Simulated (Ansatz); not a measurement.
AlAs (zinc blende): values from a third-order Birch-Murnaghan fit to a volume scan beside measured ones. Computed values: PBEsol (plane waves to 420 eV, PAW, scalar-relativistic; Ansatz, a program for electronic structure). AlAs was relaxed with its symmetry unable to fall.

```csv
quantity,reference,kind,PBEsol,difference
Lattice constant a (Å),5.649,"measured, corrected to the static lattice",5.675,+0.5 %
Bulk modulus B₀ (GPa),75,"measured, corrected to the static lattice",71.9,-4.1 %
```

PBEsol overestimates the lattice constant a by 0.5 %. For the bulk modulus B₀ it lies within 5 % of the reference.

References as given in: Daniel Mejia-Rodriguez, S. B. Trickey, Physical Review B (2018), arXiv:1807.09216.

(A scan under strain: stresses follow from slopes of the energy per volume, elastic moduli from its curvatures.)
